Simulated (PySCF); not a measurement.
An unknown shows these calculated signals:

¹H NMR (400 MHz, computed): δ 4.81 (d of sept, J = 55.2, 6.8 Hz, 1H), 1.20 (dd, J = 22.2, 6.8 Hz, 6H).

¹³C{¹H} NMR (computed): δ 90.4 (CH, d, J = 224.9 Hz), 24.5 (CH3, d, J = 22.6 Hz).

PySCF 2.14 calculation with coordinates at the PBE0-D3(BJ)/def2-SVP level, spin–spin couplings from B3LYP/pcJ-1 (spin–dipole term only in couplings to heteroatoms) and σ from GIAO-KT3/pcSseg-2; averaged over atoms made equivalent by symmetry, fast rotation or ring inversion, relativity neglected, one conformer, isolated molecule.

Shifts are taken against calculated references (same method and geometry level): ¹H and ¹³C vs TMS.

Problem. Which of these does the molecule contain: a CH3CH2 unit, a tert-butyl group, a ketone, a (CH3)2CH unit?

Solution. 
- A CH3CH2 unit: no.
- A tert-butyl group: no.
- A ketone: no.
- A (CH3)2CH unit: yes (δC 24.5, 90.4; δH 1.20 (dd), 4.81 (d of sept)).

The data belong to `CC(C)F`, C3H7F; they needn't prove each group on their own.

Carbon signals by region: 1 at 50–100 ppm, 1 below 50 ppm.

Common functionals overestimate the size of one-bond C–F couplings by tens of Hz; these are unscaled. Splittings below 1 Hz are ignored in the labels, and close J values are merged. Unscaled 3J(H,H) at this level run about 10 % above measured values. Shifts are as computed, not scaled to solution data. Of 1211 compounds with measured shifts, 218 miss one by over three times the rms of a fit or turn the order of signals round; such compounds aren't used in these exercises.
